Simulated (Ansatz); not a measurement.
A nudged elastic band was laid between two geometries of CH4BF + H2 (9 atoms, charge 0, multiplicity 1).

Theory: Ansatz 0.2.0, RKS PBE-D4/def2-SVP.

```json
{"movable images": "5", "climbing image": "yes", "spring": "5.0 eV/Å²", "optimiser": "quadratic models (default)", "start path": "through a guess of the saddle point", "force threshold": "0.05 eV/Å", "iteration limit": "60", "end points": "relaxed"}
```

Image 0:

```xyz
9
Properties=species:S:1:pos:R:3
B 0.058 0.335 0.383
C 0.000 0.518 1.933
H -1.007 0.379 2.372
H 0.706 -0.196 2.412
H 0.383 1.526 2.206
H 1.081 0.469 -0.274
F -1.043 0.020 -0.310
H -0.554 -2.572 0.192
H -0.087 -3.051 0.573
```

Image 6:

```xyz
9
Properties=species:S:1:pos:R:3
B -0.032 -0.563 -0.692
C -0.043 -0.093 2.462
H -0.520 -0.240 3.449
H 0.992 0.269 2.598
H -0.622 0.650 1.883
H 1.169 -0.382 -0.614
F -0.804 0.499 -0.898
H -0.576 -1.651 -0.627
H -0.027 -1.062 1.927
```

**Question.** What changes between the two ends?

**Answer.** Bonds broken: B1–C2, H8–H9. Bonds formed: B1–H8, C2–H9. CH4BF + H2 becomes BFH2 + CH4.

**Question.** What energy profile does the band end with?

**Answer.** The forces met the threshold. The highest image is number 3 of 0 to 6, 1.01 eV above the first end and 1.07 eV above the last; the last end lies 0.06 eV below the first. A vibrational analysis at the climbing image gives one clearly imaginary mode, 1031i cm⁻¹: a first-order saddle point. The orbitals stay closed-shell, which can raise the energy where a bond breaks towards radicals; this wasn't checked here.

```csv
image,path coordinate (Å),energy (eV),B1–C2 (Å),H8–H9 (Å),B1–H8 (Å)
0,0.00,0.00,1.56,0.77,2.98
1,0.97,0.02,1.56,0.77,2.75
2,1.95,0.18,1.58,0.78,2.05
3,2.92,1.01,1.77,1.12,1.33
4,3.80,0.12,2.45,1.80,1.22
5,4.68,-0.05,3.04,2.36,1.22
6,5.56,-0.06,3.19,2.68,1.22
```

**Question.** What is the geometry of the highest image?

**Answer.** 
```xyz
9
Properties=species:S:1:pos:R:3:forces:R:3
B -0.017 -0.322 0.182 0.00 0.00 0.00
C -0.015 -0.032 1.928 0.00 0.00 0.00
H -0.886 -0.331 2.548 0.00 0.00 0.00
H 0.926 -0.321 2.430 0.00 0.00 0.00
H -0.059 1.071 1.836 0.00 0.00 0.00
H 1.125 -0.144 -0.196 0.00 0.00 0.00
F -1.071 0.337 -0.405 0.00 0.00 0.00
H -0.180 -1.635 0.073 0.00 0.00 0.00
H -0.286 -1.195 1.092 0.00 0.00 0.00
```

**Question.** What are the harmonic wavenumbers there?

**Answer.** 1031i, 177, 320, 631, 730, 859, 878, 972, 1023, 1123, 1170, 1220, 1273, 1391, 1411, 2095, 2325, 2564, 2979, 3074, 3113 cm⁻¹.

Time of the run: 110 s on 1 thread of Arm Neoverse V2, on a shared host, peak memory 0.12 GiB.
